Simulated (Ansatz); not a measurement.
Results of LDA (Ansatz, a first-principles code, PAW) for hcp Re.

Run with plane-wave cutoff 500 eV, 12×12×1 k mesh (along the axes of the cell as run), Fermi–Dirac smearing 0.1 eV, scalar-relativistic PAW data made under PBE.

Estimate the surface energy of the (11-20) face and work function of the (11-20) face that the calculation returns.


- surface energy of the (11-20) face: 3.65 J/m²
- work function of the (11-20) face: 4.78 eV

The slab of 20 atoms is relaxed and unreconstructed.

Spin–orbit coupling is not included.

Static lattice: no zero-point or thermal effects.
